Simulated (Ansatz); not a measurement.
Question: Name a neutral molecule of C, N, O and H with ideal-gas entropy at 298 K and 1 bar (rigid rotor, harmonic PBE0-D4/def2-TZVP) between 333 and 349 J/(mol·K) and HOMO energy (PBE/def2-TZVPP) between -4.75 and -4.45 eV (Ansatz, PBE0-D4/def2-TZVP geometry).

Answer: `C=C=C(N)OC` (344 J/(mol·K), -4.58 eV). Other molecules can fit too; these were computed, each in one conformer that needn't be the lowest.
